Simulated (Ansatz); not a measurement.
## Relaxing Ba2Br

Computed with Ansatz, DFT PBE, scalar-relativistic, plane waves, PAW. Cutoff 420 eV, Γ-centred k mesh, Gaussian smearing, no spin polarisation in the final step.

Ba2Br was placed on the Cu2Sb structure type (P4/nmm, No. 129), with Br in place of Sb, Ba in place of Cu, at a guessed volume.

```
CELL_PARAMETERS angstrom
5.03032 0.00000 0.00000
0.00000 5.03032 0.00000
0.00000 0.00000 7.67527
ATOMIC_POSITIONS crystal
Ba 0.00000 0.00000 0.00000
Ba 0.50000 0.50000 0.00000
Ba 0.00000 0.50000 0.27000
Ba 0.50000 0.00000 0.73000
Br 0.00000 0.50000 0.70000
Br 0.50000 0.00000 0.30000
```

Cell and atoms relax at zero pressure; the relaxation can't lower the symmetry of the start. After a coarse first stage the cell is made exact in the group found at 0.06 Å.

The zero of energy is the elements' standard structures at the same level; no fitted shifts are applied.

Task: What does it relax into?

Result: It ends in P4/mmm (No. 123). Conventional cell: a = 4.714 Å, c = 6.538 Å. Around Ba on Wyckoff site a (1 atom of the primitive cell) lie 4 Br at 3.33 Å; around Ba on Wyckoff site d (1 atom of the primitive cell) lie 2 Br at 3.27 Å; around Br lie 6 Ba at 3.27–3.33 Å.

```cif
data_structure
_symmetry_space_group_name_H-M 'P4/mmm'
_symmetry_Int_Tables_number 123
_cell_length_a 4.7136
_cell_length_b 4.7136
_cell_length_c 6.5378
_cell_angle_alpha 90.000
_cell_angle_beta 90.000
_cell_angle_gamma 90.000
_cell_volume 145.25
loop_
_atom_site_label
_atom_site_type_symbol
_atom_site_symmetry_multiplicity
_atom_site_Wyckoff_symbol
_atom_site_fract_x
_atom_site_fract_y
_atom_site_fract_z
_atom_site_occupancy
Ba1 Ba 1 a 0.00000 0.00000 0.00000 1
Ba2 Ba 1 d 0.50000 0.50000 0.50000 1
Br1 Br 1 c 0.50000 0.50000 0.00000 1
```

Task: What are its volume, energy, density and gap?

Result: The volume per atom is 48.42 Å³. The density is 4.05 g/cm³. The energy over the elements is -1.00 eV/atom and the gap on the 10×10×8 mesh is 0 eV (a metal).

The final run used a 10×10×8 mesh on its 3-atom cell and 0.10 eV smearing. For metals, differences of a few meV/atom aren't resolved. Symmetry constrained the relaxation, so the result can be a saddle point. The steps took roughly 7 core-minutes in all.